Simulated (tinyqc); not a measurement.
Harmonic frequencies on the unrestricted LDA (VWN5)/sto-6g surface (energies and gradients from PySCF), for LiH+, spin multiplicity 2, step by step. One step of it, computed by the program tinyqc.

Problem. Normal modes. Diagonalise H_ij / sqrt(m_i m_j); the 5 smallest eigenvalues belong to translations and rotations; wavenumber = sqrt(eigenvalue / 1822.888) x 219474.63; each mode has its largest component positive (the first on a tie); zero-point energy = sum of wavenumbers / 2, with 349.755 1/cm per kcal/mol.

Hessian (symmetrised) (hartree/bohr^2), order 1Lix, 1Liy, 1Liz, 2Hx, 2Hy, 2Hz:
```
[[-0.00000100, 0.00000000, 0.00000000, -0.00000379, 0.00000000, 0.00000000],
 [0.00000000, -0.00000100, 0.00000000, 0.00000000, -0.00000379, 0.00000000],
 [0.00000000, 0.00000000, 0.02212507, 0.00000000, 0.00000000, -0.02212391],
 [-0.00000379, 0.00000000, 0.00000000, 0.00000857, 0.00000000, 0.00000000],
 [0.00000000, -0.00000379, 0.00000000, 0.00000000, 0.00000857, 0.00000000],
 [0.00000000, 0.00000000, -0.02212391, 0.00000000, 0.00000000, 0.02212276]]
```

masses (u): [7.016004, 1.007825]

Give: eigenvalues of the mass-weighted Hessian; harmonic wavenumbers of the vibrations; mass-weighted modes; zero-point energy.

Solution.

eigenvalues of the mass-weighted Hessian (hartree/(bohr^2 u)): [0.000, 0.000, 0.000, 0.000, 0.000, 0.025]

harmonic wavenumbers of the vibrations (1/cm): [814.5]

mass-weighted modes, order 1Lix, 1Liy, 1Liz, 2Hx, 2Hy, 2Hz:
```
[[0.000],
 [0.000],
 [-0.354],
 [0.000],
 [0.000],
 [0.935]]
```

zero-point energy = 1.164 kcal/mol
